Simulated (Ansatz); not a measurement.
# PF (triplet): from Hartree-Fock to the top rungs at distance F1–P2 = 2.968 Å, 6-31G

Aim: climb from Hartree-Fock through coupled cluster and multireference methods for PF (triplet) at one geometry and basis, and see what each rung misses.

Program: Ansatz 0.2.0, Gaussian basis. Level of theory: 6-31G, core rule «outside noble gas», up to 6 orbitals frozen. These are calculated values, not measurements.

The runs, in order: UHF; CCSD(T) on natural orbitals of UHF; CCSD(T) on UHF; BCCD(T) on natural orbitals of UHF; CISD as a restricted active space (open shells left free, so some higher excitations enter); CCSDT(Q) on natural orbitals of UHF; CCSDT(Q) on UHF; CISDTQ; CCSDTQ on natural orbitals of UHF; CCSDTQ on UHF; CASSCF and MRCISD+Q, 4 electrons in 4 orbitals; CASSCF and NEVPT2, 4 electrons in 4 orbitals; CASSCF and MRCISD+Q, 12 electrons in 8 orbitals; CASSCF and MRCISD+Q(relaxed), 12 electrons in 8 orbitals; CASSCF and NEVPT2, 12 electrons in 8 orbitals; Full CI.

21 further runs of the same task are left out: 3 for a known fault of the program, 14 that didn't finish, 4 set aside as unsound or not needed. Runs told in other sessions of the task aren't counted.

## 1. The geometry

The geometry derives from a PBE0/def2-TZVP stationary point (not a proven minimum). One bond is set to the value named and the two fragments are kept rigid.

2 atoms, charge 0, spin multiplicity 3.

Atoms are counted from 1 here; the program's logs count them from 0.

No contacts short enough for the rule that draws bonds.

Coordinates:

```csv
atom,x (Å),y (Å),z (Å)
F1,0.0000,0.0000,0.0000
P2,0.0000,0.0000,2.9680
```

## 2. UHF

in.yaml reads:

```yaml
crystal:
  periodic: [false, false, false]
  atoms:
    - {symbol: F, position_ang: [0.000000, 0.000000, 0.000000]}
    - {symbol: P, position_ang: [0.000000, 0.000000, 2.968000]}
basis:
  gaussian: {orbitals: 6-31G}
magnetization: {spin_polarized: true, initial_magnetization: 2}
hamiltonian: {xc: hf}
output: {orbitals: {seedname: orbitals}}
```

The run is started by

```
$ ansatz run in.yaml --threads 1 --pin off --events-out ev --progress --plain --max-ram 2393MiB
```

The runs that follow: CCSD(T) on natural orbitals of UHF; CCSD(T) on UHF; BCCD(T) on natural orbitals of UHF; CISD as a restricted active space (open shells left free, so some higher excitations enter); CCSDT(Q) on natural orbitals of UHF; CCSDT(Q) on UHF; CISDTQ; CCSDTQ on natural orbitals of UHF; CCSDTQ on UHF; CASSCF and MRCISD+Q, 4 electrons in 4 orbitals; CASSCF and NEVPT2, 4 electrons in 4 orbitals; CASSCF and MRCISD+Q, 12 electrons in 8 orbitals; CASSCF and MRCISD+Q(relaxed), 12 electrons in 8 orbitals; CASSCF and NEVPT2, 12 electrons in 8 orbitals; Full CI.

Q: Predict the results of all the runs planned. Wanted: FCI from the RHF energy; RMP2 from FCI; UMP2 from FCI; RCCSD from FCI; RCCSD(T) from FCI; UCCSD(T) from FCI; RCCSDT(Q) from FCI; UCCSDT(Q) from FCI; NEVPT2 pair from FCI.

**Answer**, as computed:

```
                         quantity                                                   value
          FCI from the ROHF energy                                              -5.4548 eV
                    RMP2 from FCI                                              -801.6 meV
                    UMP2 from FCI                                              +435.7 meV
                   RCCSD from FCI                                              +206.9 meV
                RCCSD(T) from FCI                                               +79.3 meV
                UCCSD(T) from FCI                                               +51.9 meV
               RCCSDT(Q) from FCI                                               -20.9 meV
               UCCSDT(Q) from FCI                                                -0.3 meV
             NEVPT2 pair from FCI                                              +377.2 meV
           MRCISD+Q pair from FCI                                               +74.1 meV
levels within 1 kcal/mol (43 meV)  RCCSDT, UCCSDT, RCCSDT(Q), UCCSDT(Q), RCCSDTQ, UCCSDTQ
                    T1 diagnostic                                                   0.142
   effectively unpaired electrons                                                    3.44
```

What this shows: RCCSD(T) lands +79.3 meV from the yardstick (1.5 % of the correlation energy). CCSD(T) misses by +79.3 meV on the restricted determinant and by +51.9 meV on the unrestricted one; the two need not hold the same state or core. RMP2, RCCSDT(Q) fall below full CI, which methods that aren't variational can do. With 3.4 effectively unpaired electrons against 2 the state is strongly multireference. Coupled cluster on one determinant still stays close here. Of the multireference levels listed MRCISD+Q pair comes nearest in total energy (+74.1 meV), which doesn't show that its space is the better one. Coupled cluster took another determinant than the lowest Hartree-Fock one. These misses are within one basis, not against nature; the frozen cores of restricted and unrestricted runs differ, which can shift their rows.

Levels on UHF freeze UHF's core orbitals, full CI those of ROHF, so the U rows can settle a little off it for that reason alone.

With open shells the CI space here admits some higher excitations, so it is larger than plain CISD.
